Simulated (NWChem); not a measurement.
**CH8BSi− (SMILES [BH3-]C[SiH3]) at 4 levels**

Aim: a comparison of 4 runs (HF/STO-3G, HF/3-21G, B3LYP/6-31G*) of CH8BSi−. 

The calculation is run with NWChem 7.3.0.

### Step 1. Starting point

CH8BSi− has 11 atoms, charge -1, and is taken as a singlet. SMILES: `[BH3-]C[SiH3]`. The coordinates come from a GFN2-xTB relaxation.

Bond lengths: B1–C2 1.675 Å, C2–Si3 1.863 Å, B1–H4 1.225 Å, B1–H5 1.223 Å, B1–H6 1.223 Å, C2–H7 1.098 Å, C2–H8 1.098 Å, Si3–H9 1.476 Å, Si3–H10 1.476 Å, Si3–H11 1.499 Å. Some angles: B1–C2–Si3 115.1°, B1–C2–H7 109.1°, B1–C2–H8 109.1°, Si3–C2–H7 108.8°, Si3–C2–H8 108.8°, C2–B1–H4 108.9°, C2–B1–H5 110.1°, C2–B1–H6 110.1°, C2–Si3–H9 115.2°, C2–Si3–H10 115.3°.

### Step 2. Energy and gradient at HF/STO-3G (run 1)

Input file mymol.nw:

```
start mymol
title "CH8BSi hf"
memory stack 880 mb heap 220 mb global 1100 mb
charge -1

geometry noautosym nocenter noautoz
  B    -1.183330    0.937070   -0.285900
  C    -0.291040   -0.469070   -0.462010
  Si    1.265550   -0.549630    0.558470
  H    -2.175380    0.869270   -1.001190
  H    -0.512350    1.904440   -0.617510
  H    -1.534420    1.068000    0.878180
  H    -0.924090   -1.330490   -0.210850
  H    -0.026960   -0.596510   -1.520130
  H     1.063070   -0.502460    2.020050
  H     2.272540    0.486700    0.256240
  H     2.046400   -1.817320    0.384650
end

basis spherical bse
  * library STO-3G
end

scf
  thresh 1e-08
  maxiter 80
end

task scf gradient
```

Run with:

```
nwchem mymol.nw > mymol.out
```

Output:

```text
[...]
  functions       =    27
[...]
  wavefunction    = RHF
[...]
         Total SCF energy =   -351.925087827879
      One-electron energy =   -697.489255072031
      Two-electron energy =    243.308452223203
 Nuclear repulsion energy =    102.255715020949
        Time for solution =      2.0s
[...]
                         RHF ENERGY GRADIENTS
    atom               coordinates                        gradient
                 x          y          z           x          y          z
   1 B      -2.236169   1.770806  -0.540273    0.008700  -0.015311  -0.002686
   2 C      -0.549986  -0.886414  -0.873072    0.014789  -0.005940   0.006950
   3 Si      2.391543  -1.038650   1.055355   -0.033541   0.012606  -0.016301
   4 H      -4.110872   1.642682  -1.891975   -0.022355  -0.000914  -0.015716
   5 H      -0.968201   3.598870  -1.166925    0.013797   0.021180  -0.007344
   6 H      -2.899633   2.018227   1.659520   -0.008157   0.003143   0.024707
   7 H      -1.746277  -2.514262  -0.398449   -0.009320  -0.004819   0.001087
   8 H      -0.050947  -1.127240  -2.872629   -0.001466   0.001634  -0.010181
   9 H       2.008911  -0.949512   3.817341   -0.001076  -0.001270   0.026135
  10 H       4.294478   0.919730   0.484223    0.020107   0.016112  -0.004694
  11 H       3.867135  -3.434237   0.726883    0.018522  -0.026421  -0.001957
[...]
```

Run time: 3.6 s. Hardware: 1 thread of AMD EPYC 7R43 (Zen 3), shared host; peak memory 0.098 GiB.

### Step 3. Energy and forces at HF/3-21G (run 2)

Input file sp.nw:

```
start sp
memory total 2200 mb
charge -1
geometry noautosym nocenter noautoz
 B       -1.183330       0.937070      -0.285900
 C       -0.291040      -0.469070      -0.462010
 Si       1.265550      -0.549630       0.558470
 H       -2.175380       0.869270      -1.001190
 H       -0.512350       1.904440      -0.617510
 H       -1.534420       1.068000       0.878180
 H       -0.924090      -1.330490      -0.210850
 H       -0.026960      -0.596510      -1.520130
 H        1.063070      -0.502460       2.020050
 H        2.272540       0.486700       0.256240
 H        2.046400      -1.817320       0.384650
end
basis spherical bse
 * library 3-21G
end
scf
 thresh 1e-08
 maxiter 80
 print medium
end
task scf gradient
```

Run with:

```
nwchem sp.nw > sp.out
```

Output:

```text
[...]
  functions       =    47
[...]
  wavefunction    = RHF
[...]
         Total SCF energy =   -354.205665059111
      One-electron energy =   -697.124564703567
      Two-electron energy =    240.663184623507
 Nuclear repulsion energy =    102.255715020949
        Time for solution =      2.0s
[...]
                         RHF ENERGY GRADIENTS
    atom               coordinates                        gradient
                 x          y          z           x          y          z
   1 B      -2.236169   1.770806  -0.540273   -0.000683   0.000067  -0.000454
   2 C      -0.549986  -0.886414  -0.873072    0.011344   0.008836   0.012825
   3 Si      2.391543  -1.038650   1.055355   -0.002855   0.004091   0.000099
   4 H      -4.110872   1.642682  -1.891975    0.004026  -0.000273   0.002638
   5 H      -0.968201   3.598870  -1.166925   -0.002943  -0.005309   0.001064
   6 H      -2.899633   2.018227   1.659520    0.001721  -0.001555  -0.005816
   7 H      -1.746277  -2.514262  -0.398449   -0.002825  -0.002091  -0.000486
   8 H      -0.050947  -1.127240  -2.872629   -0.000779  -0.000396  -0.003302
   9 H       2.008911  -0.949512   3.817341    0.002631  -0.001820  -0.009761
  10 H       4.294478   0.919730   0.484223   -0.005466  -0.008402   0.002121
  11 H       3.867135  -3.434237   0.726883   -0.004173   0.006853   0.001072
[...]
```

Run time: 3.6 s. Hardware: 1 thread of AMD EPYC 7R43 (Zen 3), shared host; peak memory 0.094 GiB.

### Step 4. Energy and forces at B3LYP/6-31G(d) (spherical functions) (run 3)

Input file ch8bsi.nw:

```
start ch8bsi
memory total 2200 mb
charge -1

geometry noautosym nocenter noautoz
 B     -1.183330     0.937070    -0.285900
 C     -0.291040    -0.469070    -0.462010
 Si     1.265550    -0.549630     0.558470
 H     -2.175380     0.869270    -1.001190
 H     -0.512350     1.904440    -0.617510
 H     -1.534420     1.068000     0.878180
 H     -0.924090    -1.330490    -0.210850
 H     -0.026960    -0.596510    -1.520130
 H      1.063070    -0.502460     2.020050
 H      2.272540     0.486700     0.256240
 H      2.046400    -1.817320     0.384650
end

basis spherical bse
 B library 6-31G*
 C library 6-31G*
 Si library 6-31G*
 H library 6-31G*
end

dft
 xc b3lyp
 grid xfine
 convergence energy 1e-08
 maxiter 100
 mulliken
 print medium
end

task dft gradient
```

Run with:

```
nwchem ch8bsi.nw > ch8bsi.out
```

Output:

```text
[...]
          Wavefunction type:  closed shell.
          No. of atoms     :    11
          No. of electrons :    34
[...]
          Charge           :    -1
          Spin multiplicity:     1
[...]
          AO basis - number of functions:    62
[...]
              XC Information
              --------------
                         B3LYP Method XC Potential
                     Hartree-Fock (Exact) Exchange  0.200
                        Slater Exchange Functional  0.800 local
                    Becke 1988 Exchange Functional  0.720 non-local
              Lee-Yang-Parr Correlation Functional  0.810
                  VWN I RPA Correlation Functional  0.190 local
[...]
 d= 0,ls=0.0,diis     1   -357.1632389175 -4.59D+02  2.31D-02  6.11D-01     5.1
[...]
 d= 0,ls=0.0,diis     8   -357.2748878117 -4.57D-09  6.30D-06  1.89D-07    32.5
         Total DFT energy =     -357.274887811711
      One electron energy =     -700.072682015712
           Coulomb energy =      274.230696587225
    Exchange-Corr. energy =      -33.688617404173
 Nuclear repulsion energy =      102.255715020949
[...]
      Total Density - Mulliken Population Analysis
     ---------------------------------------------
    Atom       Charge   Shell Charges
 -----------   ------   -------------------------------------------------------
    1 B    5     5.02   2.00  0.51  1.55  0.29  0.63  0.04
    2 C    6     6.49   2.00  0.67  2.07  0.65  1.07  0.02
    3 Si  14    13.72   2.00  2.00  5.96  0.99  1.86  0.27  0.48  0.17
    4 H    1     1.20   0.52  0.68
    5 H    1     1.19   0.52  0.67
    6 H    1     1.19   0.52  0.67
    7 H    1     0.91   0.53  0.39
    8 H    1     0.91   0.53  0.39
    9 H    1     1.11   0.52  0.59
   10 H    1     1.11   0.52  0.59
[...]
  wavefunction    = closed shell
[...]
```

It took 43 s on 1 thread of AMD EPYC 7R43 (Zen 3), shared host; peak memory 0.14 GiB.

### Step 5. Energy and gradient at B3LYP/6-31G(d) (Cartesian functions) (run 4)

Input file ch8bsi.nw:

```
START ch8bsi
TITLE "CH8BSi"
memory 2200 mb
charge -1
GEOMETRY units bohr noautosym nocenter noautoz
 B  -2.23616962  1.77080566 -0.54027270
 C  -0.54998589 -0.88641383 -0.87307237
 Si  2.39154290 -1.03865017  1.05535535
 H  -4.11087242  1.64268223 -1.89197490
 H  -0.96820118  3.59887002 -1.16692478
 H  -2.89963356  2.01822750  1.65951969
 H  -1.74627701 -2.51426171 -0.39844875
 H  -0.05094702 -1.12724053 -2.87262937
 H   2.00891115 -0.94951179  3.81734126
 H   4.29447821  0.91972970  0.48422342
 H   3.86713554 -3.43423708  0.72688315
END
BASIS "ao basis" cartesian
 * library 6-31G*
END
DFT
 xc b3lyp
 grid xfine
 convergence energy 1e-08
 maxiter 100
 mulliken
 noprint "final vectors analysis"
END
TASK dft gradient
```

Run with:

```
nwchem ch8bsi.nw > ch8bsi.out
```

Output:

```text
[...]
          Wavefunction type:  closed shell.
          No. of atoms     :    11
          No. of electrons :    34
[...]
          Charge           :    -1
          Spin multiplicity:     1
[...]
          AO basis - number of functions:    65
[...]
              XC Information
              --------------
                         B3LYP Method XC Potential
                     Hartree-Fock (Exact) Exchange  0.200
                        Slater Exchange Functional  0.800 local
                    Becke 1988 Exchange Functional  0.720 non-local
              Lee-Yang-Parr Correlation Functional  0.810
                  VWN I RPA Correlation Functional  0.190 local
[...]
 d= 0,ls=0.0,diis     1   -357.1633794611 -4.59D+02  2.55D-02  6.83D-01     5.4
[...]
 d= 0,ls=0.0,diis     8   -357.2778390225 -4.28D-09  6.82D-06  2.34D-07    34.3
         Total DFT energy =     -357.277839022500
      One electron energy =     -700.006335399338
           Coulomb energy =      274.130889764117
    Exchange-Corr. energy =      -33.658101012886
 Nuclear repulsion energy =      102.255707625608
[...]
      Total Density - Mulliken Population Analysis
     ---------------------------------------------
    Atom       Charge   Shell Charges
 -----------   ------   -------------------------------------------------------
    1 B    5     5.01   1.99  0.50  1.55  0.28  0.63  0.07
    2 C    6     6.49   1.99  0.68  2.07  0.66  1.07  0.02
    3 Si  14    13.72   2.00  1.99  5.96  1.03  1.86  0.26  0.48  0.14
    4 H    1     1.20   0.52  0.69
    5 H    1     1.19   0.52  0.67
    6 H    1     1.19   0.52  0.67
    7 H    1     0.91   0.53  0.39
    8 H    1     0.91   0.53  0.39
    9 H    1     1.11   0.52  0.59
   10 H    1     1.11   0.52  0.59
[...]
  wavefunction    = closed shell
[...]
```

It took 45 s on 1 thread of AMD EPYC 7R43 (Zen 3), shared host; peak memory 0.15 GiB.

### Step 6. The series

| run | level | iteration cap | module | energy (Eh) | HOMO energy (eV) | LUMO energy (eV) | HOMO–LUMO gap (eV) | wall time |
| --- | --- | --- | --- | --- | --- | --- | --- | --- |
| 1 | HF/STO-3G | 80 | scf | -351.925088 | -2.40 | 19.01 | 21.41 | 3.6 s |
| 2 | HF/3-21G | 80 | scf | -354.205665 | -4.84 | 9.51 | 14.34 | 3.6 s |
| 3 | B3LYP/6-31G* (spherical functions) | 100 | dft | -357.274888 | -1.43 | 5.65 | 7.08 | 43 s |
| 4 | B3LYP/6-31G* (Cartesian functions) | 100 | dft | -357.277839 | – | – | – | 45 s |

### Step 7. Outcome

| quantity | value |
| --- | --- |
| run 4: total energy | -357.27784 Eh |
| run 4: largest force on an atom | 0.689 eV/Å |

In words: Over runs 1, 2, 3 the HOMO–LUMO gap runs from 7.08 eV (B3LYP/6-31G*) to 21.41 eV (HF/STO-3G). The two ends differ in method and basis. The empty levels of an anion lie above zero and hang on the basis. In run 1 the basis is minimal, so the values are rough. All runs together took 95 s, the longest 45 s.
